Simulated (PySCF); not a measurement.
## How methods differ on the ionisation energy of Ne

Ne [Ne] (1S) → Ne⁺ [He] 2s2 2p5 (2P), as a difference of total energies. All numbers are calculated (PySCF 2.14, scalar relativity by spin-free X2C-1e, in aug-cc-pVQZ-DK (6s5p4d3f2g, 80 functions)). Correlated levels: valence: 1s2 frozen. The calculations carry no spin-orbit coupling.

```
           method  ionisation energy (eV)  error (eV)
              UHF                  19.642      -1.955
              LDA                  22.173      +0.576
              PBE                  21.645      +0.048
             PBE0                  21.434      -0.163
           r2SCAN                  21.467      -0.130
          wB97M-V                  21.410      -0.187
          r2SCANh                  21.401      -0.196
             BLYP                  21.656      +0.059
           B2PLYP                  21.554      -0.043
    MP2 (valence)                  21.718      +0.121
SCS-MP2 (valence)                  21.581      -0.016
```

Reference: 21.597 eV (measured; NIST levels, between the centres of gravity of the two terms).

Errors of the correlated levels include the incompleteness of this basis and the frozen core.
